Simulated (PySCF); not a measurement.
Compound: PF3.
Bonds: F1–P2, P2–F3, P2–F4.

Theory: PySCF 2.14.0, density-fitted response routines, TDDFT CAM-B3LYP/def2-SVPD, vertical, gas phase, core orbitals frozen in the response. Geometry: GFN2-xTB; no solvent, vibrations or thermal averaging.

```tsv
state	E (eV)	λ (nm)	f	|μ| (D)	symmetry	main configurations (H = HOMO, L = LUMO)
S1	8.11	153.0	0.174	2.38	E	H→L/L+1 (≥96%)
S2	8.11	152.9	0.174	2.38	E	H→L/L+1 (≥96%)
S3	10.15	122.2	0.039	1.00	E	H-1→L/L+1 (≥93%)
S4	10.15	122.1	0.039	1.00	E	H-1→L/L+1 (≥93%)
S5	10.23	121.2	0.0000	0.01	–	H-3/H-2→L/L+1 (≥94%)
S6	10.24	121.0	0.074	1.38	A1	H→L+2 (67%), H→L+3 (24%)
S7	10.28	120.6	0.0004	0.10	–	H-3/H-2→L/L+1 (≥89%)
S8	10.28	120.6	0.0004	0.10	–	H-3/H-2→L/L+1 (≥89%)
```

Triplets, Tamm–Dancoff:

```
state  E (eV)  λ (nm)  main configurations (H = HOMO, L = LUMO)
   T1    5.92   209.5                            H→L/L+1 (≥95%)
   T2    5.92   209.4                            H→L/L+1 (≥95%)
```

The lowest singlet level (S1/S2) comes at 153 nm (782 kJ/mol) in the vacuum ultraviolet; it is strong. The lowest level is also the most intense of those listed (f = 0.349 summed). S1/S2, S3/S4 and S7/S8 lie within about 0.01 eV of each other in each set; the point group C3v has degenerate representations, and within a degenerate level the listed configurations can mix freely. Löwdin shares by element: HOMO phosphorus 54%, fluorine 46%; LUMO (one of a set within 0.03 eV) phosphorus 57%, fluorine 43%. Weighted by f, the mean energy of these states is 8.74 eV. Of the 8 states listed, 5 reach f = 0.01 and 3 stay under 0.0005. The oscillator strengths of these states sum to 0.501; summed over the whole spectrum of an exact calculation they would give the number of electrons, 42 (Thomas–Reiche–Kuhn). Symmetry labels in C3v follow from the direction of the transition dipole and are given only for states with f of 0.002 or more. Orbitals of the list HOMO-3 to LUMO+2 that lie within 0.01 eV of each other are written together with a slash and their weights summed (≥ marks a lower bound); for degenerate orbitals outside that list single weights are arbitrary. Only the lowest 8 singlets were computed, as vertical energies without vibronic structure.
